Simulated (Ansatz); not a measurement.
The input, for Ansatz 0.2.0:

```yaml
crystal:
  periodic: [false, false, false]
  atoms:
    - {symbol: C, position_ang: [-0.004758, -0.678241, 0.000000]}
    - {symbol: O, position_ang: [-0.004758, 0.707775, 0.000000]}
    - {symbol: H, position_ang: [1.059223, -0.960522, 0.000000]}
    - {symbol: H, position_ang: [-0.463498, -1.096129, 0.903279]}
    - {symbol: H, position_ang: [-0.463498, -1.096129, -0.903279]}
basis:
  gaussian: {orbitals: cc-pVDZ}
magnetization: {spin_polarized: false, initial_magnetization: 1}
correlation: {method: ccsd_t, electrons: outside_noble_gas}
```

```sh
$ ansatz run in.yaml --threads 1 --pin off --events-out ev --progress --plain --max-ram 3956MiB --backend cpu
```

Log:

```
386 factors; integrals over basis functions are off by at most 1.2e-3 eV
mean field evaluation 1: about -3110.7763 eV, gradient 2.2e1 eV
mean field evaluation 2: about -3110.8394 eV, gradient 2.2e1 eV
mean field evaluation 4: about -3113.5237 eV, gradient 3.9e0 eV
mean field evaluation 8: about -3113.6712 eV, gradient 3.0e-1 eV
mean field evaluation 16: about -3110.7814 eV, gradient 2.2e1 eV
mean field evaluation 32: about -3113.5631 eV, gradient 5.2e-5 eV
mean field evaluation 64: about -3113.6721 eV, gradient 3.2e-2 eV
mean field evaluation 96: about -3108.1865 eV, gradient 1.6e1 eV
mean field evaluation 128: about -3110.9561 eV, gradient 2.1e1 eV
mean field -3113.67206734 eV, -114.4253379522 hartree, gradient 1.0e-6 eV, S^2 0.750000; 6 other end points of the search recorded, 0 dependent functions left out
mean field evaluation 160: about -3113.7468 eV, gradient 1.6e-1 eV
mean field evaluation 192: about -3111.1656 eV, gradient 1.7e1 eV
determinant -3113.67206734 eV, -114.4253379522 hartree, with singles and doubles -3122.45468246 eV, -114.7480931047 hartree
determinant -3113.56305558 eV, -114.4213318437 hartree, with singles and doubles -3122.32443590 eV, -114.7433066320 hartree
determinant -3113.67206734 eV, -114.4253379522 hartree, with singles and doubles -3122.45494113 eV, -114.7481026104 hartree
determinant -3113.56305558 eV, -114.4213318437 hartree, with singles and doubles -3122.32465613 eV, -114.7433147251 hartree
2 core orbitals not correlated: weight in the atoms' cores, before any rotation towards them, 1.000 or more for the frozen orbitals, at most 0.000 for the correlated occupied ones
reference -3113.67206734 eV, -114.4253379522 hartree; 7, 6 occupied and 34, 35 virtual orbitals, 386 factors
second order -7.84928671 eV of doubles, -0.08407809 eV of singles
cycle   1  -8.78287382 eV  change   -3.7e-8 eV  update   3.6e-6
perturbative correction -0.18346986 eV, -0.0067423930 hartree
Total energy: -3122.63841102 eV, -114.7548450047 hartree
```

For the same geometry and basis RCCSDTQ lies 30.2 meV lower.

Ran on 1 thread of AMD EPYC 7R13, shared host: 3.6 s wall, 0.16 GiB peak host memory.
